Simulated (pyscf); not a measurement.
HO–Sn:–OH [singlet] + H₂ → O=SnH–OH + H₂, a concerted two-bond exchange (singlet surface; H–O, H–H broken, H–Sn, H–H formed). Optimised with ωB97X-D3(BJ)/def2-SVP in PySCF. Energies in eV from the separated reactants.

Small-basis levels: PySCF, no dispersion term, spherical d functions. AM1 to PM7: differences of heats of formation from MOPAC, which are fitted to 298 K values and so differ in kind from electronic energies by zero-point and thermal terms. Cost: rough CPU time at the saddle relative to B3LYP/6-31G*+LANL2DZ, from one job on a shared machine.

```tsv
level	barrier	reaction energy	cost
HF/6-31G*+LANL2DZ	5.89	+3.23	0.09
BP86/6-31G*+LANL2DZ	…	+2.21	2
B3LYP/LANL2DZ	4.43	+2.57	0.9
M06-2X/6-31G*+LANL2DZ	…	+2.61	2
PBE/def2-SVP	3.74	+2.63	2
B3LYP/def2-SVP	4.35	+2.90	2
AM1	6.43	+4.41	under 0.02
ωB97M-D3(BJ)/def2-TZVP	…	+2.85	–
```

Task: Fill in the missing entries.

Result: 
- BP86/6-31G*+LANL2DZ, barrier: 3.75
- M06-2X/6-31G*+LANL2DZ, barrier: 4.54
- ωB97M-D3(BJ)/def2-TZVP, barrier: 4.54

Against the last row the barrier runs from -0.80 (PBE/def2-SVP) to +1.89 eV (AM1). ωB97M-D3(BJ)/def2-TZVP has limits of its own. The same reactants have a lower exit, to H₂O + HO–SnH: [singlet] (barrier +1.08 eV at ωB97M-D3(BJ)/def2-TZVP, against +4.54 eV here). This is the saddle that the search found; another between the same sides may lie lower. In the def2 sets elements past Kr carry core potentials, without spin-orbit coupling.
